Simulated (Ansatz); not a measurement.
hydrogen sulfide (SMILES S) moved off its minimum; all values from Ansatz (a first-principles code), cores frozen in correlated methods.
(charge 0, multiplicity 1)
```xyz
3

S     -0.0097     0.0268    -0.0363
H     -0.8967    -1.0373    -0.1633
H      1.0481    -0.7134    -0.1398
```

**Question.** Give the forces (eV/Å), the total energy and the dipole at CCSD(T)/aug-cc-pV(T+d)Z.

**Answer.** 
```
atom      Fx      Fy      Fz
----  ------  ------  ------
S1    -1.872  -0.006   0.016
H2     0.888   0.864   0.102
H3     0.985  -0.858  -0.118
```
Energy -398.9413 hartree, dipole 0.97 D.
